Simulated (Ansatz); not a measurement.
This Ansatz (a program for electronic structure) input (CCSD(T)/6-31G**) gives -113.52409 Eh with 35 basis functions. A basis named .json is the Basis Set Exchange file of that set (core-valence sets with the plain set on hydrogen).

Ansatz 0.2 input:
```yaml
crystal:
  periodic: [false, false, false]
  atoms:
    - {symbol: O, position_ang: [0.01382699, -0.00208751, 0.60715025]}
    - {symbol: C, position_ang: [-0.02150103, 0.16263942, -0.61155375]}
    - {symbol: H, position_ang: [0.01839031, -0.95913641, -1.18787951]}
basis:
  gaussian:
    orbitals: 6-31G__.json
total_charge: -1
magnetization: {spin_polarized: false}
correlation: {method: ccsd_t, electrons: outside_noble_gas}
```

Change:
```diff
- orbitals: 6-31G__.json
+ orbitals: cc-pVDZ
```

### Question
What does the run give now?

### Answer
-113.54524 Eh (CCSD(T)/cc-pVDZ, 33 functions), a change of -21.15 mEh.
